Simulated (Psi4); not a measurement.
# [Na2SiH3]+ (SMILES [SiH3+].[Na][Na]) at SAPT2+/cc-pVDZ (density fitting, density fitting for correlation, fragments set)

Aim: the interaction energy of [Na2SiH3]+. Input form: a Python script.

Program for the calculation: Psi4 1.11.

5 further runs of the same task are left out: 5 set aside as unsound or not needed.

## (1) The structure to begin with

[Na2SiH3]+: 6 atoms, total charge +1, spin state singlet. SMILES: `[SiH3+].[Na][Na]`.

Bond lengths: Na5–Na6 2.737 Å, Si1–H2 1.472 Å, Si1–H3 1.472 Å, Si1–H4 1.472 Å. Angles: H2–Si1–H3 120.0°, H2–Si1–H4 120.0°, H3–Si1–H4 120.0°.

## (2) The interaction energy at SAPT2+/cc-pVDZ (density fitting, density fitting for correlation, fragments set)

Contents of h3na2si.py:

```python
import psi4

psi4.set_memory('1600 MB')
psi4.set_num_threads(1)
psi4.set_output_file('output.dat', False)

molecule = psi4.geometry("""
1 1
Si     0.000000     0.000030     0.000000
H      0.686900     0.675420     1.113000
H     -0.118400    -1.467180    -0.009900
H     -0.568500     0.791720    -1.103100
--
0 1
Na    -2.572450     4.470520     0.588830
Na    -4.827130     3.505650    -0.625930
symmetry c1
no_reorient
no_com
""")

psi4.set_options({
    'basis': 'cc-pVDZ',
    'reference': 'rhf',
    'scf_type': 'df',
    'freeze_core': 'true',
})

energy_value = psi4.energy("sapt2+")
print(f'sapt2+ energy: {energy_value:.10f} Eh')
```

Started as:

```console
$ python h3na2si.py
```

Q: Predict the results. Wanted: interaction energy.

Computed results:

Level: SAPT2+/cc-pVDZ (density fitting, density fitting for correlation, fragments set).

```
          quantity          value
interaction energy  -99.58 kJ/mol
```
